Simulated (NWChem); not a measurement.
hydrogen peroxide (H₂O₂); SMILES OO

```xyz
4

O      0.0617    -0.7252    -0.0555
O     -0.0617     0.7252    -0.0555
H     -0.7408    -0.9582     0.4443
H      0.7408     0.9582     0.4443
```
Atoms are numbered in this order, from 1.

Program: NWChem. Pople sets run with spherical d functions. Coordinates come from a B3LYP/6-31G* (spherical d) optimisation.

Predict the results for PBE/6-31G*. Quantities: highest occupied level (eV); orbital gap (eV); dipole (D).


```json
{
 "highest occupied level (eV)": "-5.58",
 "orbital gap (eV)": "5.15",
 "dipole (D)": "1.77"
}
```
